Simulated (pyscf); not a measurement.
# Substitution at Si: `[SiH3][AsH2]` + `[H]` [doublet] → `[AsH2]` [doublet] + `[SiH4]`

Gas phase, doublet surface, charge 0. Bonds broken: As1–Si2. Bonds formed: Si2–H8. Single points on ωB97X-D3(BJ)/def2-SVP structures (PySCF, gas phase). Correlated levels are frozen-core, on RHF or UHF. ΔMP2 is the change of the MP2 total energy from the triple- to the quadruple-zeta basis.

Transition state (Å):

```xyz
8

As    -1.5439    -1.2389    -0.2321
Si     0.0180     0.5085     0.2549
H     -0.7222    -1.9238    -1.3066
H     -2.3917    -0.4692    -1.2258
H      0.1077     0.4127     1.7511
H     -0.4863     1.8801    -0.0351
H      1.4022     0.2800    -0.2470
H     -0.3238     0.3496    -1.7818
```

One imaginary mode, 503i cm⁻¹; descent along it reached the two sides named.

```json
[
 {"bond": "As1–Si2", "change": "breaks", "reactant side (Å)": "2.354", "saddle": "2.394", "product side": "3.7"},
 {"bond": "Si2–H8", "change": "forms", "reactant side (Å)": "4.0", "saddle": "2.071", "product side": "1.492"}
]
```

Electronic energies relative to the separated reactants (kcal/mol):

```json
[
 {"level": "ωB97X-D3(BJ)/def2-TZVP", "barrier": "3.9", "reaction energy": "-22.5", "reverse barrier": "26.4"},
 {"level": "PBE/def2-TZVP", "barrier": "0.3", "reaction energy": "-24.5", "reverse barrier": "24.8"},
 {"level": "r²SCAN/def2-TZVP", "barrier": "-1.0", "reaction energy": "-27.1", "reverse barrier": "26.1"},
 {"level": "B3LYP-D3(BJ)/def2-TZVP", "barrier": "0.5", "reaction energy": "-29.3", "reverse barrier": "29.7"},
 {"level": "PBE0-D3(BJ)/def2-TZVP", "barrier": "1.5", "reaction energy": "-24.1", "reverse barrier": "25.6"},
 {"level": "M06-2X/def2-TZVP", "barrier": "3.9", "reaction energy": "-30.2", "reverse barrier": "34.1"},
 {"level": "ωB97M-D3(BJ)/def2-TZVP", "barrier": "4.0", "reaction energy": "-28.9", "reverse barrier": "32.9"},
 {"level": "HF/def2-TZVP", "barrier": "13.6", "reaction energy": "-31.9", "reverse barrier": "45.4"},
 {"level": "MP2/def2-QZVPP", "barrier": "7.0", "reaction energy": "-23.1", "reverse barrier": "30.1"},
 {"level": "CCSD/def2-TZVPP", "barrier": "5.5", "reaction energy": "-30.2", "reverse barrier": "35.6"},
 {"level": "CCSD(T)/def2-TZVPP", "barrier": "4.7", "reaction energy": "-28.3", "reverse barrier": "33.0"},
 {"level": "CCSD(T)/def2-TZVPP + ΔMP2(QZVPP)", "barrier": "4.3", "reaction energy": "-27.6", "reverse barrier": "31.9"}
]
```

With CCSD(T)/def2-TZVPP + ΔMP2(QZVPP) energies and thermal terms (ideal gas, 1 atm, RRHO with modes under 100 cm⁻¹ raised to 100, one conformer, R ln 2 for rigid chiral ones), in kcal/mol:

```json
[
 {"T (K)": "298", "ΔH‡": "4.5", "ΔG‡": "11.4", "ΔH": "-25.9", "ΔG": "-27.5"},
 {"T (K)": "600", "ΔH‡": "3.9", "ΔG‡": "18.6", "ΔH": "-27.2", "ΔG": "-28.7"},
 {"T (K)": "900", "ΔH‡": "3.6", "ΔG‡": "26.0", "ΔH": "-28.6", "ΔG": "-29.1"},
 {"T (K)": "1200", "ΔH‡": "3.2", "ΔG‡": "33.6", "ΔH": "-29.8", "ΔG": "-29.1"}
]
```

At r²SCAN this geometry lies under the reactants; that is no barrier but a single point on another level's saddle; such a level's own saddle, if it has one, lies nearer that side and is low. One saddle was located; it need not be the lowest between these sides. The angle at the attacked Si is 69° (front-side attack). The CCSD(T) − MP2 part came from Ansatz, without density fitting, on the same reference. The frozen core leaves the outer d or s,p core shells of the metals and heavy elements correlated in the MP2 and CC values, and def2-TZVPP describes them poorly, which can shift differences by a few kcal/mol. Elements up to Kr have no core potential and no relativistic terms here.
